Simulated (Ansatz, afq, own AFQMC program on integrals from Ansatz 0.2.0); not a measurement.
Where AFQMC and coupled cluster stand for SiH4, singlet

```yaml
atoms:
  - { symbol: Si, position_ang: [0.0000, 0.0000, 0.0000] }
  - { symbol: H, position_ang: [0.8558, 0.8587, 0.8568] }
  - { symbol: H, position_ang: [-0.8596, -0.8544, 0.8574] }
  - { symbol: H, position_ang: [-0.8547, 0.8555, -0.8611] }
  - { symbol: H, position_ang: [0.8584, -0.8599, -0.8531] }
```

Basis cc-pVDZ. Noble-gas cores (and the filled d shells of Ga–Kr and In–Xe) are frozen. Integrals, coupled cluster, full CI and functionals: Ansatz 0.2.0; the random walks run on the same integrals in our own AFQMC program. ph-AFQMC/CISD is guided by a CISD state made of CCSD amplitudes; releasing the constraint for a short imaginary time cuts its bias at the price of noise, slowly where states lie close. Error bars are statistical, one sigma.

Determinant: RHF, the one that the program's search chose, which needn't be the lowest solution. The geometry is a PBE0/def2-TZVP stationary point of this or a neighbouring charge and spin state.

No full CI on the walks' own integrals is used here; CCSDT(Q) serves as the reference and is uncertain by about the last step of the cluster series.

* T1 diagnostic: 0.0102
* weight of the determinant in the CISD state: 0.922
* size of the correlated space: 8 electrons in 33 orbitals

```json
{"level": "MP2", "correlation energy (eV)": "-3.1674"}
{"level": "CCSD", "correlation energy (eV)": "-4.0109"}
{"level": "CCSD(T)", "correlation energy (eV)": "-4.0775"}
```

(1) Estimate where phaseless AFQMC with the Hartree–Fock trial lies against CCSD(T) on the same integrals.

(1) 18.7 ± 18.6 meV below CCSD(T). The gap is under twice the noise, so this walk alone can't tell the two apart.

Reference: CCSDT(Q), correlation energy -4.095 eV. The released energy is read at 2.40 1/Eh (meV from the phaseless value at times in 1/Eh: 1 ± 4 at 0.24, 2 ± 3 at 0.51, 2 ± 3 at 0.99, 2 ± 4 at 1.62, -2 ± 5 at 2.40).

```json
{"level": "CCSD(T)", "E − E(reference) (meV)": "17.6", "share of correlation (%)": "99.57"}
{"level": "CCSDT", "E − E(reference) (meV)": "1.6", "share of correlation (%)": "99.96"}
{"level": "ph-AFQMC/HF", "E − E(reference) (meV)": "-1.1 ± 18.6", "share of correlation (%)": "100.03"}
{"level": "ph-AFQMC/CISD", "E − E(reference) (meV)": "-2.2 ± 3.4", "share of correlation (%)": "100.05"}
{"level": "released AFQMC", "E − E(reference) (meV)": "-3.7 ± 4.7", "share of correlation (%)": "100.09"}
```

A walk keeps the symmetry of its determinant, which the program's search chose and which needn't be the lowest solution, so a lower state of the same spin and another symmetry isn't excluded. Released energies are given only where the last usable release times agree within the noise; a slower fall can still hide under it.
